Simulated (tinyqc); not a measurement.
Hueckel theory of the pi electrons with the omega technique, for the molecule Oc1c[cH+]1 (SMILES; centres numbered as the heavy atoms are written), step by step. One step of it, computed by the program tinyqc.

Problem. Orbitals, round 2. Diagonalise; E = alpha + x beta with beta < 0, so the largest x are filled first; degenerate levels share their electrons. P = sum n_i c_ri c_si; each orbital has its largest coefficient positive (the first on a tie).

matrix after round 1:
```
          1O        2C        3C        4C
1O  2.084756  0.800000  0.000000  0.000000
2C  0.800000  0.324832  1.000000  1.000000
3C  0.000000  1.000000  0.285206  1.000000
4C  0.000000  1.000000  1.000000  0.285206
```

pi electrons, sum of z_r less the charge = 4

Give: x values; occupations; coefficients; charge and bond-order matrix P.

Solution.

x values: 2.7218  1.8098  -0.7148  -0.8368

occupations: 2.0000  2.0000  0.0000  0.0000

coefficients:
```
       MO1      MO2      MO3      MO4
1O  0.6669   0.7113   0.0000  -0.2222
2C  0.5310  -0.2445   0.0000   0.8113
3C  0.3696  -0.4660   0.7071  -0.3823
4C  0.3696  -0.4660  -0.7071  -0.3823
```

charge and bond-order matrix P:
```
         1O      2C       3C       4C
1O   1.9013  0.3605  -0.1699  -0.1699
2C   0.3605  0.6835   0.6204   0.6204
3C  -0.1699  0.6204   0.7076   0.7076
4C  -0.1699  0.6204   0.7076   0.7076
```
